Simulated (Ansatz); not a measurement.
Enthalpy of formation (eV/atom) of solids drawn from the class of oxides, at two levels: PBE (Ansatz, a quantum-chemistry and plane-wave program, plane waves, PAW), and PBE-D3(BJ) (Ansatz, plane waves, PAW).

```tsv
solid	PBE	PBE-D3(BJ)	shift (eV/atom)
rutile TiO2	-3.015	-3.052	-0.037
α-quartz (SiO2)	-2.774	-2.806	-0.032
rutile SnO2	-1.626	-1.710	-0.084
SiO2 (P4₁2₁2, No. 92)	-2.782	-2.794	-0.012
anatase TiO2 (metastable phase)	-3.048	-3.061	-0.013
cubic perovskite KTaO3	-2.657	-2.730	-0.073
rock-salt CaO	-2.946	-3.098	-0.152
corundum (α-Al2O3)	-2.977	-3.069	-0.092
A-type hexagonal La2O3	-3.393	-3.478	-0.085
rock-salt SrO	-2.719	-2.858	-0.139
```

The shifts run from -0.152 eV/atom to -0.012 eV/atom, with a median of -0.079 eV/atom.

Of 10 rows, PBE-D3(BJ) is the larger in 0 and the smaller in 10.

Database compounds that came out metallic weren't drawn.

Spin–orbit coupling is left out, also for the solids with elements from indium on (rutile SnO2, cubic perovskite KTaO3, A-type hexagonal La2O3); its size isn't shown.

Formation is from the elements' reference phases, gases as molecules.

The solid named is at each level's own relaxed cell; a reference phase can be a single point on another level's cell. Ansatz's density-functional and Hartree–Fock values are scalar-relativistic unless marked +SOC, with PAW data made under PBE.
